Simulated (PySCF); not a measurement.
Compound: dimethylphosphine, C₂H₇P.
SMILES: `CPC`

Computed, not measured: EOM-IP-CCSD/aug-cc-pVDZ in PySCF, restricted Hartree–Fock reference, frozen core, non-relativistic, gas phase, PBE0-D3(BJ)/def2-SVP geometry.

Hartree–Fock orbital energies give these Koopmans values (eV): HOMO 9.34, HOMO-1 12.51, HOMO-2 12.76, HOMO-3 14.94, HOMO-4 15.05, HOMO-5 15.80, HOMO-6 16.04, HOMO-7 20.41.

Task: What vertical ionisation energies does EOM-IP-CCSD give?

Result: 
```csv
leading hole (HF orbital),Koopmans (eV),EOM-IP-CCSD (eV),change (eV),one-hole share
HOMO,9.34,8.93,-0.41,0.96
HOMO-1,12.51,11.67,-0.84,0.95
HOMO-2,12.76,11.98,-0.78,0.95
HOMO-3,14.94,13.93,-1.01,0.95
HOMO-4,15.05,14.04,-1.01,0.95
HOMO-5,15.80,14.72,-1.08,0.95
HOMO-6,16.04,14.93,-1.11,0.94
HOMO-7,20.41,18.07,-2.34,0.82
```

Task: Does the order of the lines follow the orbital energies?

Result: Yes, no two lines change places. The corrections run from -2.34 to -0.41 eV, with a mean of -1.07 eV over the 8 lines; no line lies above its Koopmans value.

Task: At what kinetic energies would He I light (21.22 eV) eject these electrons?

Result: 12.29 eV (HOMO), 9.55 eV (HOMO-1), 9.24 eV (HOMO-2), 7.29 eV (HOMO-3), 7.18 eV (HOMO-4), 6.50 eV (HOMO-5), 6.29 eV (HOMO-6), 3.15 eV (HOMO-7).

Lines less than 0.15 eV apart could change places at a higher level. One root was sought for each valence orbital with −ε under 21 eV, eight at most, so deeper holes and satellites are missing; no vibrational structure.

On an Arm Neoverse V2 with one thread, on a shared host, this took 91 s wall and 2.4 GiB of memory at its peak.
